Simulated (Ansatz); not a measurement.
Process, species as SMILES: N#CC(F)(F)F → [C](F)(F)F + [C]#N (the C-C bond breaks)

Wanted: bond dissociation energy (enthalpy at 298 K), in kcal/mol. Set-up: non-relativistic; dispersion terms only where a functional's name holds one; open shells spin-unrestricted; LANL2DZ all-electron up to Ne; spin-orbit terms left out; 6-31G* and kin with 6d, 5d where marked; 6-311+G** with 5d. Ab initio and DFT rows: single points at B3LYP-D3(BJ) geometries (Ansatz, a program for electronic structure), with unscaled harmonic terms from B3LYP/6-31G* (Ansatz) at its own minima.

Measured values: Active Thermochemical Tables 1.112 (ions: stationary electron), as tabulated in the package chemicals; G2/97 table in ASE (Curtiss et al.); G2/97 table in ASE (Curtiss et al.), the entry of C2F3N doubted and unchecked; they hold spin-orbit and core effects, anharmonicity. 

Value to compare with, the measured value: 111.4 kcal/mol.

| level | program | bond dissociation energy (enthalpy at 298 K) (kcal/mol) | error |
|---|---|---|---|
| PBE/STO-3G | Ansatz | 98.4 | -13.0 |
| PBE/3-21G | Ansatz | 118.7 | 7.3 |
| PBE/LANL2DZ | Ansatz | 110.6 | -0.8 |
| PBE/6-31G* | Ansatz | 113.3 | 1.9 |
| PBE/def2-SVP | Ansatz | 114.3 | 2.9 |
| PBE/6-311+G** | Ansatz | 109.5 | -1.9 |
| PBE/def2-TZVPD | Ansatz | 109.2 | -2.2 |

Among the 6 habitual levels, PBE/STO-3G lies farthest from the measured value (-13.0 kcal/mol) and PBE/LANL2DZ nearest (-0.8); 3 of 6 lie above it, and their mean absolute error is 4.6 kcal/mol, the median 2.4. One case shows no general order.

The sets are all those run for this method; left out are runs that failed, that the program found above a lower state of the same kind, or whose <S^2> lies over 0.5 above the pure value.
